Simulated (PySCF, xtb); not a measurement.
Cl₂, SMILES ClCl (connectivity only; charge and spin as stated), charge +1, multiplicity 2.

Harmonic wavenumbers (cm⁻¹) from GFN2-xTB (xtb) at its own minimum, in rising order: 513.

Question: What does PySCF with PBE0-D3(BJ)/def2-TZVPD give at its own minimum? (Estimate from the structure and the level; the computed values follow.)

Answer: 675. Paired by order, the mean absolute difference is 162 cm⁻¹ and the zero-point energies are 0.7 and 1.0 kcal/mol.
